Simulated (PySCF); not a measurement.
# How the method changes the constants of LiB⁺

State: ²Σ⁺ (doublet), unpaired electrons σ ↑. Set-up: basis Li pcseg-1, B pcseg-1; no relativity; PySCF 2.14. De refers to Li⁺ + B in their high-spin ground configurations, without counterpoise correction. The functionals are run spin-unrestricted. A positive dipole points towards B; it is taken about the centre of mass and depends on that origin.

```tsv
Level	Re (Å)	ωe (cm⁻¹)	De (eV)	μ (D)
UHF	2.456	351	0.79	-5.04
UHF-MP2	2.470	337	0.77	n/a
UHF-SCS-MP2	2.471	336	0.76	n/a
UHF-CCSD	2.486	325	0.75	n/a
UHF-CCSD(T)	2.487	325	0.75	n/a
PBE	2.486	322	0.85	-5.01
r²SCAN	2.492	324	0.76	-5.15
PBE0	2.462	337	0.83	-5.01
r²SCAN0	2.469	336	0.77	-5.11
M06-2X	2.450	337	0.83	-5.00
LC-ωPBE	2.438	355	0.81	-5.03
B2PLYP	2.450	344	0.82	-5.03
```

Which functional lies closest to UHF-CCSD(T) in De, which farthest, and by how much do they differ from it?

Closest is r²SCAN (+0.5 pm in Re, -0.3 % in ωe, +0.01 eV in De against UHF-CCSD(T) in the same basis), farthest PBE (-0.1 pm in Re, -0.9 % in ωe, +0.10 eV in De). CCSD(T) converges more slowly with the basis than the functionals do and binds too weakly in this one, so the order can change at the basis-set limit.

What does the step from GGA to meta-GGA do here, going from PBE to r²SCAN?

r²SCAN less PBE: +0.6 pm in Re, +0.6 % in ωe, -0.09 eV in De. 

What does a quarter of exact exchange do here, going from r²SCAN to r²SCAN0?

r²SCAN0 less r²SCAN: -2.3 pm in Re, +3.7 % in ωe, +0.01 eV in De. Exact exchange removes part of the self-interaction that spreads semilocal densities, and in most molecules shortens and stiffens the bond and lowers De; so it does here.

Correlated steps freeze 1 core orbital. Correlated levels converge slowly with the basis: in double zeta they bind strong bonds too weakly, by up to about 1 eV, and carry superposition errors of some tenths. For an ion De counts to the pair picked by the measured ionisation energies or electron affinities, which need not be the lowest pair at this level. B2PLYP dipoles, levels and charges come from its SCF part alone. The state was picked by a PBE0 search and need not be the measured ground state.

The whole job (state search and all levels along the bond) took about 0.32 min on 1 thread of Intel Xeon 6975P-C (shared host), peak memory 0.31 GiB.
